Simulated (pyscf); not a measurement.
**Four-centre exchange: H₂N–GaH₂ + HO–SiH₃ -> NH₃ + H₃Si–O–GaH₂**

Gas phase, singlet surface, charge 0. Bonds broken: N1–Ga2, O7–H9. Bonds formed: N1–H9, Ga2–O7. Structures and frequencies: ωB97X-D3(BJ)/def2-SVP in PySCF.

Transition state (Å):

```xyz
12

N     -1.4688    -1.4230     0.2884
Ga    -0.4685    -0.4226     1.6337
H     -0.9553    -2.0708    -0.3073
H     -2.3358    -1.8771     0.5712
H      1.0840    -0.4742     1.4285
H     -1.2315    -0.1942     2.9771
O     -1.1740     0.9710     0.2736
Si    -0.4859     2.2126    -0.6175
H     -1.5226    -0.0017    -0.1047
H     -1.5257     2.8511    -1.4723
H      0.6073     1.6939    -1.4909
H      0.0675     3.2065     0.3404
```

One imaginary mode, 488i cm⁻¹; descent along it reached the two sides named, in the forms told below.

```json
[
 {"bond": "N1–Ga2", "change": "breaks", "reactant side (Å)": "1.908", "saddle": "1.952", "product side": "2.122"},
 {"bond": "O7–H9", "change": "breaks", "reactant side (Å)": "1.011", "saddle": "1.100", "product side": "2.381"},
 {"bond": "N1–H9", "change": "forms", "reactant side (Å)": "1.776", "saddle": "1.476", "product side": "1.024"},
 {"bond": "Ga2–O7", "change": "forms", "reactant side (Å)": "2.142", "saddle": "2.071", "product side": "1.841"}
]
```

Electronic energies relative to the separated reactants (kJ/mol):

```csv
level,barrier,reaction energy,reverse barrier
ωB97X-D3(BJ)/def2-TZVP,-51.5,-37.1,-14.4
PBE/def2-TZVP,-46.6,-28.6,-17.9
r²SCAN/def2-TZVP,-54.4,-33.3,-21.1
B3LYP-D3(BJ)/def2-TZVP,-46.2,-35.2,-11.0
PBE0-D3(BJ)/def2-TZVP,-53.0,-31.4,-21.7
M06-2X/def2-TZVP,-55.6,-35.7,-19.9
ωB97M-D3(BJ)/def2-TZVP,-43.0,-32.9,-10.1
HF/def2-TZVP,-1.8,-41.9,40.1
```

With ωB97M-D3(BJ)/def2-TZVP energies and thermal terms (ideal gas, 1 atm, RRHO with modes under 100 cm⁻¹ raised to 100, one conformer, R ln 2 for chiral ones without a mode under 150 cm⁻¹), in kJ/mol:

| T (K) | ΔH‡ | ΔG‡ | ΔH | ΔG |
|---|---|---|---|---|
| 298 | -45.0 | 4.0 | -30.3 | -30.1 |
| 600 | -45.1 | 53.9 | -31.2 | -29.7 |
| 900 | -43.3 | 103.1 | -32.2 | -28.7 |
| 1200 | -40.6 | 151.5 | -32.8 | -27.5 |

On the reactant side the descent ends in an adduct with a Ga–O contact, 57.5 kJ/mol under the separated species and 6.0 kJ/mol under the saddle at ωB97X-D3(BJ)/def2-TZVP. On the product side the descent ends in an adduct with a Ga–N contact (not fully relaxed), 109.2 kJ/mol under the separated species and 94.7 kJ/mol under the saddle at ωB97X-D3(BJ)/def2-TZVP. At ωB97X-D3(BJ), PBE, r²SCAN, B3LYP-D3(BJ), PBE0-D3(BJ), M06-2X, ωB97M-D3(BJ), HF the saddle lies under the separated reactants, which points to a path from their complex (located at ωB97X-D3(BJ) alone). At ωB97X-D3(BJ), PBE, r²SCAN, B3LYP-D3(BJ), PBE0-D3(BJ), M06-2X, ωB97M-D3(BJ) the saddle lies under the separated products, which points to a path from their complex (located at ωB97X-D3(BJ) alone). What is counted as formed (Ga–O) is already present as a longer contact in the reactant adduct; forming that adduct is a step of its own. What is counted as broken (Ga–N) persists as a longer contact in the product adduct; parting that adduct is a step of its own. One saddle was located; it need not be the lowest between these sides. Elements up to Kr have no core potential and no relativistic terms here.
